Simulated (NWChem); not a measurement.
**Correlation energy of CH**

```
C
H 1 1.1343
```
Charge 0, spin multiplicity 2.

Everything below was run with NWChem. Structure: optimised with UPBE0/def2-SVP, a minimum by its harmonic frequencies.

Basis set: 3-21G. Each correlation energy counts from its own Hartree-Fock reference.

The correlated methods keep 1 core orbital frozen. This spin state was chosen for the runs; another may lie lower. The structure started from a generated list of species. The unpaired electrons of the parent sit in orbitals of symmetry b1 (C2v labels of the run); other states weren't searched. No SCF solution was tested for a lower state. Open-shell Hartree-Fock references start from PBE0 orbitals. Coupled-cluster values serve here as a point of comparison, not as the truth.

```tsv
method	correlation energy (mHa)
UMP2	-45.1
SCS-UMP2	(withheld)
CCSD on UHF	(withheld)
CCSD[T] on UHF	-64.6
CCSD(T) on UHF	-64.6
CCSD on ROHF	(withheld)
CCSD[T] on ROHF	-65.7
CCSD(T) on ROHF	-65.7
CCSDT on ROHF	-65.9
```

Q: Complete the blanks.

A: 
- SCS-UMP2, correlation energy (mHa): -49.6
- CCSD on UHF, correlation energy (mHa): -63.9
- CCSD on ROHF, correlation energy (mHa): -64.9
